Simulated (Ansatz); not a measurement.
What does this script print? It uses Ansatz 0.2.0, Python API.

`scan_h2mgo.py`
```python
"""Stretching a bond of H2MgO, the rest held rigid."""

import ansatz
from ase import Atoms
import numpy as np

atoms = Atoms(["O", "Mg", "H", "H"], positions=[
    [0.0855, -1.1166, 0.9199],
    [-0.3398, 0.5092, -0.2587],
    [0.9021, -1.379, 0.6131],
    [-0.5923, 1.926, -1.2946],
])
geometry = ansatz.Crystal.molecule_from_ase(atoms)

symbols = [site.symbol for site in geometry.cartesian_sites]
start = np.array([site.position_ang for site in geometry.cartesian_sites])
axis = (start[1] - start[0]) / np.linalg.norm(start[1] - start[0])
moving = [1, 3]
lengths, energies = [1.806, 1.888, 1.971, 2.053, 2.135, 2.217, 2.299, 2.422], []
for length in lengths:
    xyz = start.copy()
    xyz[moving] += (length - np.linalg.norm(start[1] - start[0])) * axis
    point = ansatz.Crystal.molecule()
    for symbol, place in zip(symbols, xyz):
        point = point.atom(symbol, place.tolist())
    job = (
        point.calculation()
        .basis(gaussian="def2-SVP")
        .correlation("ccsd_t")
    )
    data = job.run(threads=1, backend="cpu").report
    energies.append(data["free_energy_ev"])
    print(f"r = {length:6.3f} A  E = {energies[-1]:.5f} eV  <S^2> = {abs(data['mean_field']['state']['spin_squared']):.3f}")

# quartic fit about the minimum
fit = np.polynomial.Polynomial.fit(lengths, np.array(energies) - min(energies), 4).convert()
roots = [r.real for r in fit.deriv().roots() if abs(r.imag) < 1e-9 and fit.deriv(2)(r.real) > 0]
r_e = min(roots, key=lambda r: abs(r - lengths[int(np.argmin(energies))]))
print(f"minimum of the fit at {r_e:.4f} A, force constant {fit.deriv(2)(r_e):.2f} eV/A^2")
```

```console
$ python scan_h2mgo.py
r =  1.806 A  E = -7503.93980 eV  <S^2> = 0.000
r =  1.888 A  E = -7503.96421 eV  <S^2> = 0.000
r =  1.971 A  E = -7503.88006 eV  <S^2> = 0.000
r =  2.053 A  E = -7503.72269 eV  <S^2> = 0.000
r =  2.135 A  E = -7503.51544 eV  <S^2> = 0.000
r =  2.217 A  E = -7503.27589 eV  <S^2> = 0.000
r =  2.299 A  E = -7503.01700 eV  <S^2> = 0.000
r =  2.422 A  E = -7502.61302 eV  <S^2> = 0.000
minimum of the fit at 1.8623 A, force constant 17.10 eV/A^2
```

Caveats:
- Total energies depend on the basis set; only differences at equal settings carry meaning.
- The rest of the molecule is held rigid at a force-field or estimated start geometry, and the basis set is modest; single-reference methods fail as a bond breaks.
- The orbitals are restricted, so S² is zero by construction.
- S² is that of the Hartree-Fock reference.
- The whole script took 4.8 s on 1 thread of Arm Neoverse V1, on a shared host, peak memory 0.17 GiB.
